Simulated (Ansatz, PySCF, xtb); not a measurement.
Bonds broken one at a time in the series SiH2Cl-X. All species are isolated molecules in the gas phase. One relaxed conformer stands for each flexible species; it need not be the lowest. Strings in code marks are SMILES. In the def2 sets, heavy atoms carry core potentials. Quantity: homolytic bond dissociation enthalpy at 298 K (no spin–orbit term). Thermal and zero-point terms are GFN2-xTB rigid-rotor harmonic values (xtb). Level 1: PBE-D3(BJ)/def2-TZVP // B3LYP-D3(BJ)/def2-TZVP (PySCF). Level 2: frozen-core CCSD(T)/def2-TZVPP // B3LYP-D3(BJ)/def2-TZVP (Ansatz, a first-principles code).

| case | level 1 (kcal/mol) | level 2 (kcal/mol) |
|---|---|---|
| B–Si bond of `B[SiH2]Cl` (H–B–Si–Cl torsion 0°), giving `[BH2]` and `[SiH2]Cl` | 84.2 | 85.1 |
| Si–Br bond of `Cl[SiH2]Br`, giving `[Br]` and `[SiH2]Cl` | 95.4 | 94.6 |
| Cl–Si bond of `Cl[SiH2]I`, giving `[Cl]` and `[SiH2]I` | 106.2 | 104.5 |
| Si–Cl bond of `C#C[SiH2]Cl`, giving `C#C[SiH2]` and `[Cl]` | 106.9 | withheld |
| Si–Cl bond of `C=C[SiH2]Cl` (C–C–Si–Cl torsion 119°), giving `C=C[SiH2]` (C–C–Si–H torsion 20°) and `[Cl]` | 107.6 | 107.1 |
| Cl–Si bond of `Cl[SiH2]Cl`, giving `[Cl]` and `[SiH2]Cl` | 109.6 | 108.2 |
| Si–Cl bond of `F[SiH2]Cl`, giving `F[SiH2]` and `[Cl]` | 113.7 | 112.6 |

Task: Fit level 2 = a + b·x to the 6 complete rows by least squares, with x = level 1 in kcal/mol. Give a, b and the rms residual, and predict the withheld value.

Result: Means of the 6 rows: x̄ = 102.78, ȳ = 102.02 kcal/mol. Σ(x − x̄)² = 600.37 and Σ(x − x̄)(y − ȳ) = 559.78, so b = 0.932 and a = ȳ − b·x̄ = 6.23 kcal/mol. The rms residual is 0.50 kcal/mol. At x = 106.9 the line gives 105.9 kcal/mol. The run for Si–Cl bond of `C#C[SiH2]Cl`, giving `C#C[SiH2]` and `[Cl]` gave 106.4 kcal/mol, so the line is off by 0.5 kcal/mol, within twice the rms residual.

Codes: Ansatz, PySCF, xtb.
